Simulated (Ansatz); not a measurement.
in.yaml

```yaml
crystal:
  periodic: [false, false, false]
  atoms:
    - {symbol: Ge, position_ang: [0.000000, 0.000000, 0.000000]}
    - {symbol: N, position_ang: [0.000000, 0.000000, 3.094000]}
basis:
  gaussian: {orbitals: cc-pVDZ}
total_charge: 1
magnetization: {spin_polarized: true, initial_magnetization: 2}
correlation: {method: ccsdtq, electrons: outside_noble_gas}
```

```sh
$ ansatz run in.yaml --threads 2 --pin off --events-out ev --progress --plain --max-ram 24576MiB --backend cuda --devices 0, --max-vram 18GiB
```

(1) Roughly how long does this take on 2 threads of AMD EPYC 7R13 with a shared H100 80 GB, shared host, and how much host memory?

```
744 factors; integrals over basis functions are off by at most 1.4e-7 eV
mean field evaluation 1: about -57932.6919 eV, gradient 2.8e1 eV
mean field evaluation 2: about -57932.7451 eV, gradient 2.8e1 eV
mean field evaluation 4: about -57937.0255 eV, gradient 1.5e1 eV
mean field evaluation 8: about -57941.4877 eV, gradient 5.1e0 eV
mean field evaluation 16: about -57944.1775 eV, gradient 3.4e-3 eV
mean field evaluation 32: about -57944.2881 eV, gradient 2.1e-2 eV
mean field evaluation 64: about -57941.0175 eV, gradient 7.6e-2 eV
mean field evaluation 96: about -57939.5614 eV, gradient 8.0e0 eV
mean field evaluation 128: about -57944.1752 eV, gradient 5.0e-1 eV
mean field evaluation 160: about -57944.1775 eV, gradient 1.3e-4 eV
...
mean field -57944.28810732 eV, -2129.4133118949 hartree, gradient 2.3e-6 eV, S^2 3.011954; 20 other end points of the search recorded, 0 dependent functions left out
determinant -57944.28810732 eV, -2129.4133118949 hartree, with singles and doubles -57947.96825395 eV, -2129.5485547889 hartree
determinant -57944.17747533 eV, -2129.4092462444 hartree, with singles and doubles -57947.90733921 eV, -2129.5463162135 hartree
determinant -57942.65168045 eV, -2129.3531743165 hartree, with singles and doubles -57946.78416574 eV, -2129.5050403501 hartree
determinant -57942.64104706 eV, -2129.3527835466 hartree, with singles and doubles -57946.84269444 eV, -2129.5071912400 hartree
determinant -57942.63597898 eV, -2129.3525972983 hartree, with singles and doubles -57946.89070803 eV, -2129.5089557069 hartree
determinant -57942.62070481 eV, -2129.3520359830 hartree, with singles and doubles -57946.86397560 eV, -2129.5079733080 hartree
determinant -57942.61977491 eV, -2129.3520018095 hartree, with singles and doubles -57946.89170171 eV, -2129.5089922241 hartree
determinant -57942.27563557 eV, -2129.3393549220 hartree, with singles and doubles -57946.65432329 eV, -2129.5002687281 hartree
determinant -57940.92479035 eV, -2129.2897122759 hartree, with singles and doubles -57945.24944149 eV, -2129.4486402740 hartree
determinant -57940.88666237 eV, -2129.2883110984 hartree, with singles and doubles -57945.19765050 eV, -2129.4467369903 hartree
determinant -57944.28810732 eV, -2129.4133118949 hartree, with singles and doubles -57947.96820089 eV, -2129.5485528392 hartree
determinant -57944.17747533 eV, -2129.4092462444 hartree, with singles and doubles -57947.91276799 eV, -2129.5465157175 hartree
determinant -57941.01728839 eV, -2129.2931115163 hartree, with singles and doubles -57946.90131401 eV, -2129.5093454695 hartree
15 core orbitals not correlated: weight in the atoms' cores, before any rotation towards them, 1.000 or more for the frozen orbitals, at most 0.000 for the correlated occupied ones
reference -57944.28810732 eV, -2129.4133118949 hartree; 5, 3 occupied and 21, 23 virtual orbitals, 744 factors
second order -2.81986790 eV of doubles, -0.00000000 eV of singles
...
cycle  42  -3.72950572 eV  change    7.0e-8 eV  update   2.7e-6
cycle  43  -3.72950574 eV  change   -2.1e-8 eV  update   5.1e-6
cycle  44  -3.72950580 eV  change   -5.7e-8 eV  update   6.4e-6
cycle  45  -3.72950586 eV  change   -6.2e-8 eV  update   4.1e-6
cycle  46  -3.72950586 eV  change    2.4e-9 eV  update   7.6e-6
cycle  47  -3.72950580 eV  change    5.9e-8 eV  update   5.8e-6
cycle  48  -3.72950572 eV  change    7.6e-8 eV  update   2.7e-6
cycle  49  -3.72950566 eV  change    6.1e-8 eV  update   4.8e-6
cycle  50  -3.72950565 eV  change    1.4e-8 eV  update   3.2e-6
cycle  51  -3.72950566 eV  change   -9.6e-9 eV  update   6.4e-7
Total energy: -57948.01761298 eV, -2129.5503686999 hartree
```

The determinant's ⟨S²⟩ is 3.01 against 2.00 for a pure state.

Results:

(1) 49 s wall and 0.85 GiB.
